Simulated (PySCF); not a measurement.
Molecule: `C=C=CC=C`, C₅H₆.

Bonds (- single, = double, # triple, : aromatic): C1=C2 1.306 Å, C2=C3 1.318 Å, C3-C4 1.458 Å, C4=C5 1.340 Å. C1 carries H6, H7; C3 carries H8; C4 carries H9; C5 carries H10, H11. H10 is cis to C3; H11 is trans to C3.

Geometry PBE0-D3(BJ)/def2-SVP throughout; GIAO in PySCF, gas phase, one conformer, non-relativistic; equivalent atoms averaged; basis pcSseg-2.

For orientation, wB97X-D gives these shifts δ (against TMS at the same level): C2 233.6, C4 147.3, C5 125.8, C3 102.5, H9 6.54, H8 6.09, H10 5.42, H11 5.23, H6/H7 5.08 ppm.

A run gave: C2 221.6, C4 138.7, C5 119.3, C3 99.3, H9 6.57, H8 6.22, H10 5.36, H11 5.18, H6/H7 5.13 ppm (shifts δ (against TMS at the same level)).

Question: Which functional was used in that run?
A. BLYP
B. OPBE
C. B97-2
D. LC-wPBE

Answer: B. C2 tells them apart best: OPBE gives 221.6, B97-2 gives 229.2, BLYP gives 232.3, LC-wPBE gives 237.2 ppm.
